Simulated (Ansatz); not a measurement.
**CHClSi (SMILES C#[Si]Cl): one structure at several levels**

The task here is to estimate one member of a computed series from the others.

Computed with Ansatz 0.2.0, Gaussian basis. Level: single points in def2-TZVPP.

Correlated methods freeze the cores. B3LYP uses VWN-RPA correlation.

## Starting geometry

SMILES `C#[Si]Cl`, 4 atoms, charge 0, spin multiplicity 1.

Atoms are counted from 1 here; the program's logs count them from 0.

Bond lengths: C1–Si2 1.721 Å, C1–H4 1.067 Å, Si2–Cl3 2.014 Å. Angles: Si2–C1–H4 120.6°, C1–Si2–Cl3 162.4°.

Coordinates:

```mol
CHClSi
  3D, bonds by distance, orders not assigned

  4  3  0  0  0  0  0  0  0  0999 V2000
    0.5879    1.0568    0.0554 C   0  0
   -0.1273   -0.5044   -0.0539 Si  0  0
   -0.3833   -2.4837   -0.3232 Cl  0  0
   -0.0096    1.9133    0.2749 H   0  0
  1  2  8  0
  1  4  8  0
  2  3  8  0
M  END
```

Set-up of the first run:

The input, run/in.yaml:

```yaml
crystal:
  periodic: [false, false, false]
  atoms:
    - {symbol: C, position_ang: [0.587900, 1.056800, 0.055400]}
    - {symbol: Si, position_ang: [-0.127300, -0.504400, -0.053900]}
    - {symbol: Cl, position_ang: [-0.383300, -2.483700, -0.323200]}
    - {symbol: H, position_ang: [-0.009600, 1.913300, 0.274900]}
basis:
  gaussian: {orbitals: def2-TZVPP}
correlation: {method: ccsd_t}
output: {forces: true}
```

The command line of these runs was not kept.

Steps of the session up to this table: CCSD(T)/def2-TZVPP; PBE0-D4/def2-TZVPP; wB97M-V/def2-TZVPP; r2SCAN-D4/def2-TZVPP; PBE-D4/def2-TZVPP; B3LYP-D4/def2-TZVPP; BLYP-D4/def2-TZVPP.

One of the session's tables, all rows but one given; the rest of the session is left out.

| method | RMS force component (eV/Å) | angle to CCSD(T) forces (°) | dipole (D) |
| --- | --- | --- | --- |
| CCSD(T) | 1.011 | reference | 1.76 |
| PBE0-D4 | 1.227 | 11.1 | 2.20 |
| wB97M-V | 1.293 | 13.8 | 2.35 |
| r2SCAN-D4 | 1.171 | 8.7 | 2.16 |
| PBE-D4 | 1.144 | 6.4 | 2.09 |
| B3LYP-D4 | 1.183 | 8.7 | 2.15 |
| BLYP-D4 | ? | ? | ? |

Estimate the missing values for BLYP-D4.

As computed: RMS force component (eV/Å): 1.122; angle to CCSD(T) forces (°): 7.4; dipole (D): 2.07. In the column «RMS force component (eV/Å)» it lies between CCSD(T) (1.011) and PBE-D4 (1.144).
